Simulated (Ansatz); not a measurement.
The input, for Ansatz 0.2.0:

```yaml
crystal:
  periodic: [false, false, false]
  atoms:
    - {symbol: N, position_ang: [-0.030066, -0.130755, 0.661245]}
    - {symbol: C, position_ang: [0.116167, 0.102607, -0.745850]}
    - {symbol: H, position_ang: [-0.282647, 0.742725, 1.141042]}
    - {symbol: H, position_ang: [-0.683794, -0.148384, -1.442336]}
basis:
  gaussian: {orbitals: STO-3G}
total_charge: 1
magnetization: {spin_polarized: false, initial_magnetization: 2}
correlation: {active_space: {window: {electrons: 4, orbitals: 4}, states: [{multiplicity: 3, weights: [1, 1]}], root: 5}}
```

```sh
$ ansatz run in.yaml --threads 1 --pin off --events-out ev --progress --plain --max-ram 2393MiB
```

(1) How does this run end?

## Answers

(1) Refused. The input was made wrong on purpose (root beyond the states), so the run isn't a sound calculation of what was asked.
```
Error: the active space averages no state 5, counted from zero
```
